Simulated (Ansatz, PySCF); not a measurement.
Wanted: the gas-phase enthalpy of formation of c1ccccc1 at 298 K. Reaction (SMILES): c1ccccc1 + 6 C (CH4) -> 3 C=C (C2H4) [ethene] + 3 CC (C2H6) [ethane]; bond separation energy.

Each molecule is optimised on its own at B3LYP-D3(BJ)/def2-TZVP (Ansatz, a program for electronic structure). Cores are frozen in the correlated levels unless marked. Open shells are spin-unrestricted. No spin-orbit coupling. No relativistic terms. CBS(X,Y): correlation extrapolated as X^-3; Hartree-Fock from the larger set. [CCSD(T)-MP2]/basis is that difference in the basis named. Unstable Hartree-Fock reference: c1ccccc1. Thermal terms are rigid-rotor harmonic-oscillator values from B3LYP-D3(BJ) frequencies (PySCF) at 298.15 K and 1 atm. 1 Eh = 627.5095 kcal/mol. PBE is always shown; the other two functionals were drawn at random. The atomisation route leaves out scalar relativity and anharmonic zero-point terms, the atoms' spin-orbit terms, and in the frozen-core level the core correlation. Atomic data: G2/97 table in ASE.

Tabulated enthalpies of formation of the partners: C (CH4) -17.8 kcal/mol, ATcT 1.112; C=C (C2H4) 12.6 kcal/mol, ATcT 1.112; CC (C2H6) -20.0 kcal/mol, ATcT 1.112.

```
level                                                       computed ΔH of the reaction (kcal/mol)  ΔHf by atomisation and measured atoms (kcal/mol)
----------------------------------------------------------  --------------------------------------  ------------------------------------------------
PBE/def2-TZVPD (Ansatz)                                                                       68.2                                             -20.8
r2SCAN-D4/def2-TZVPD (Ansatz + dftd4)                                                         72.0                                              10.9
B3LYP-D3(BJ)/def2-TZVPD (Ansatz + dftd3)                                                      67.3                                              16.0
RI-MP2/CBS(cc-pVTZ,cc-pVQZ)+[CCSD(T)-MP2]/cc-pVTZ (Ansatz)                                    63.7                                              24.2
```

Q: Derive ΔHf from the reaction at each level, and compare how far the levels part by the two routes.

A: 
The partners sum to 84.6 kcal/mol (products minus other reactants), so ΔHf = (84.6 - ΔH):
- PBE/def2-TZVPD: 16.4; errors -3.5 by the reaction, -40.7 by atomisation
- r2SCAN-D4/def2-TZVPD: 12.6; errors -7.3 by the reaction, -9.0 by atomisation
- B3LYP-D3(BJ)/def2-TZVPD: 17.3; errors -2.6 by the reaction, -3.9 by atomisation
- RI-MP2/CBS(cc-pVTZ,cc-pVQZ)+[CCSD(T)-MP2]/cc-pVTZ: 20.9; errors +1.0 by the reaction, +4.3 by atomisation
All levels span 8.3 kcal/mol by the reaction and 45.0 by atomisation; without PBE they span 8.3 and 13.3. The errors are against the measured 19.9 kcal/mol (ATcT 1.112).
